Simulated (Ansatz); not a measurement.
# BNH (doublet): RPA-PBE over vertical spin and charge gaps, 6-31G

Aim: run BNH (doublet) with these functionals over vertical spin and charge gaps, and hold them against the top wave-function level at the same points.

Program: Ansatz 0.2.0, Gaussian basis. Level of theory: 6-31G, all electrons in the functionals, frozen cores in the correlation of double hybrids and RPA. These are calculated values, not measurements.

To be run: RPA-PBE, at charge 0, doublet; charge 0, quartet; charge 1, singlet; charge 1, triplet.

13 further runs of the same task are left out: 2 for a known fault of the program, 5 that didn't finish, 6 set aside as unsound or not needed.

## Step 1: The system

The geometry is a PBE0/def2-TZVP stationary point (not a proven minimum).

3 atoms, charge 0, spin multiplicity 2.

Atoms are counted from 1 here; the program's logs count them from 0.

Bond lengths: B1–N2 1.234 Å, N2–H3 0.993 Å. Angles: B1–N2–H3 180.0°.

No dispersion term is added.

The geometry shown and the zero of energy belong to the point charge 0, doublet. The yardstick, FCI, and other wave-function levels (R restricted, U unrestricted, valence and pair active spaces) come from earlier runs.

## Step 2: RPA-PBE, charge 0, doublet

in.yaml

```yaml
crystal:
  periodic: [false, false, false]
  atoms:
    - {symbol: B, position_ang: [0.000000, 0.000000, 1.153245]}
    - {symbol: N, position_ang: [0.000000, 0.000000, -0.080303]}
    - {symbol: H, position_ang: [0.000000, 0.000000, -1.072942]}
basis:
  gaussian: {orbitals: 6-31G}
magnetization: {spin_polarized: true, initial_magnetization: 1}
hamiltonian: {xc: {name: PBE}}
correlation: {method: rpa, electrons: outside_noble_gas}
```

Launch:

```bash
ansatz run in.yaml --threads 1 --pin off --events-out ev --progress --plain --max-ram 2393MiB
```

What it wrote:

```text
Functional definition: PBE
  name "PBE"
  cite "Perdew, Burke & Ernzerhof, Phys. Rev. Lett. 77, 3865 (1996) doi:10.1103/PhysRevLett.77.3865"
  parent pbe
  parameter kappa = 0.804
  parameter beta = 0.06672455060314922
  exchange = pbe_x(kappa = kappa, mu = beta*pi^2/3)
  correlation = pbe_c(beta = beta)
290 factors; integrals over basis functions are off by at most 1.8e-4 eV
mean field evaluation 1: about -2167.9627 eV, gradient 4.6e1 eV
mean field evaluation 2: about -2167.9583 eV, gradient 4.6e1 eV
mean field evaluation 4: about -2173.8534 eV, gradient 2.1e1 eV
mean field evaluation 8: about -2176.5982 eV, gradient 1.9e-1 eV
mean field evaluation 16: about -2176.5984 eV, gradient 4.8e-5 eV
mean field evaluation 32: about -2161.6588 eV, gradient 1.5e1 eV
mean field -2176.59844946 eV, -79.9885176661 hartree, gradient 2.2e-6 eV, S^2 0.767325; 2 other end points of the search recorded, 0 dependent functions left out
2 core orbitals not correlated: weight in the atoms' cores, before any rotation towards them, 1.000 or more for the frozen orbitals, at most 0.000 for the correlated occupied ones
reference -2166.33416138 eV, -79.6113120367 hartree; 5, 4 occupied and 13, 14 virtual orbitals, 290 factors
Total energy: -2172.88066551 eV, -79.8518916261 hartree
```

It took 0.78 s on 1 thread of Arm Neoverse V1, shared host.

From the report: ⟨S²⟩ of the determinant 0.767 (pure doublet: 0.75).

## Step 3: RPA-PBE, charge 0, quartet

in.yaml: that of step 2 with these lines changed.

```diff
@@ -8,3 +8,3 @@
   gaussian: {orbitals: 6-31G}
-magnetization: {spin_polarized: true, initial_magnetization: 1}
+magnetization: {spin_polarized: true, initial_magnetization: 3}
 hamiltonian: {xc: {name: PBE}}
```

Launched as before.

What it wrote (excerpt; [...] marks lines left out):

```text
Functional definition: PBE
  name "PBE"
  cite "Perdew, Burke & Ernzerhof, Phys. Rev. Lett. 77, 3865 (1996) doi:10.1103/PhysRevLett.77.3865"
  parent pbe
[...]
290 factors; integrals over basis functions are off by at most 1.8e-4 eV
[...]
mean field -2170.38048975 eV, -79.7600118614 hartree, gradient 5.7e-6 eV, S^2 3.754033; 9 other end points of the search recorded, 0 dependent functions left out
2 core orbitals not correlated: weight in the atoms' cores, before any rotation towards them, 1.000 or more for the frozen orbitals, at most 0.000 for the correlated occupied ones
reference -2161.71060390 eV, -79.4413994332 hartree; 6, 3 occupied and 12, 15 virtual orbitals, 290 factors
Total energy: -2166.70667159 eV, -79.6250015345 hartree
```

Run time: 2.5 s. Hardware: 1 thread of Arm Neoverse V1, shared host.

From the report: ⟨S²⟩ of the determinant 3.754 (pure quartet: 3.75).

From charge 0, doublet: +142.4 kcal/mol.

## Step 4: RPA-PBE, charge 1, singlet

in.yaml: that of step 3 with these lines changed.

```diff
@@ -8,3 +8,4 @@
   gaussian: {orbitals: 6-31G}
-magnetization: {spin_polarized: true, initial_magnetization: 3}
+total_charge: 1
+magnetization: {spin_polarized: true, initial_magnetization: 0}
 hamiltonian: {xc: {name: PBE}}
```

The command is unchanged.

What it wrote (excerpt; [...] marks lines left out):

```text
Functional definition: PBE
  name "PBE"
  cite "Perdew, Burke & Ernzerhof, Phys. Rev. Lett. 77, 3865 (1996) doi:10.1103/PhysRevLett.77.3865"
  parent pbe
[...]
290 factors; integrals over basis functions are off by at most 1.8e-4 eV
[...]
mean field -2165.13707227 eV, -79.5673198234 hartree, gradient 3.1e-6 eV, S^2 0.501498; 16 other end points of the search recorded, 0 dependent functions left out
2 core orbitals not correlated: weight in the atoms' cores, before any rotation towards them, 1.000 or more for the frozen orbitals, at most 0.000 for the correlated occupied ones
reference -2154.58235164 eV, -79.1794409944 hartree; 4, 4 occupied and 14, 14 virtual orbitals, 290 factors
Total energy: -2161.86544546 eV, -79.4470897558 hartree
```

Run time: 3.1 s. Hardware: 1 thread of Arm Neoverse V1, shared host.

From the report: ⟨S²⟩ of the determinant 0.501 (pure singlet: 0.00). The determinant is far from a pure spin state, so its energy mixes those of several spin states (harmless only where they are near-degenerate, as at dissociation).

From charge 0, doublet: +254.0 kcal/mol.

## Step 5: RPA-PBE, charge 1, triplet

in.yaml: that of step 4 with these lines changed.

```diff
@@ -9,3 +9,3 @@
 total_charge: 1
-magnetization: {spin_polarized: true, initial_magnetization: 0}
+magnetization: {spin_polarized: true, initial_magnetization: 2}
 hamiltonian: {xc: {name: PBE}}
```

The command is unchanged.

What it wrote (excerpt; [...] marks lines left out):

```text
Functional definition: PBE
  name "PBE"
  cite "Perdew, Burke & Ernzerhof, Phys. Rev. Lett. 77, 3865 (1996) doi:10.1103/PhysRevLett.77.3865"
  parent pbe
[...]
290 factors; integrals over basis functions are off by at most 1.8e-4 eV
[...]
mean field -2164.99435185 eV, -79.5620749445 hartree, gradient 3.1e-6 eV, S^2 2.003208; 2 other end points of the search recorded, 0 dependent functions left out
2 core orbitals not correlated: weight in the atoms' cores, before any rotation towards them, 1.000 or more for the frozen orbitals, at most 0.000 for the correlated occupied ones
reference -2156.48346061 eV, -79.2493054603 hartree; 5, 3 occupied and 13, 15 virtual orbitals, 290 factors
Total energy: -2161.75314680 eV, -79.4429628561 hartree
```

It took 0.81 s on 1 thread of Arm Neoverse V1, shared host.

From the report: ⟨S²⟩ of the determinant 2.003 (pure triplet: 2.00).

From charge 0, doublet: +256.6 kcal/mol.

## Step 6: Against the wave-function levels

The yardstick is full CI for this spin, exact in this basis with these frozen cores. It comes from earlier runs at the same points. Energies in kcal/mol, counted from charge 0, doublet; blanks weren't run or aren't comparable.

```csv
level,doublet to quartet,ionisation to the singlet cation,ionisation to the triplet cation
FCI,132.6,261.4,258.1
RPA-PBE,142.4,254.0,256.6
```

Largest miss and mean time a point (FCI took 32 s a point; shared hosts):

```
  level  largest miss (kcal/mol)               where  time a point
RPA-PBE                     +9.8  doublet to quartet         1.8 s
```

## Step 7: Results

| quantity | value |
| --- | --- |
| doublet to quartet, FCI | 132.6 kcal/mol |
| ionisation to the singlet cation, FCI | 261.4 kcal/mol |
| ionisation to the triplet cation, FCI | 258.1 kcal/mol |
| largest miss, RPA-PBE | +9.8 kcal/mol (doublet to quartet) |

RPA-PBE strays by up to 9.8 kcal/mol, at doublet to quartet. RPA-PBE clearly breaks the spin symmetry at some points (⟨S²⟩ up to 0.50 above the pure value), so energy there is bought with a mixed spin. Functionals and the yardstick converge differently with the basis, so part of each miss in 6-31G is the basis.
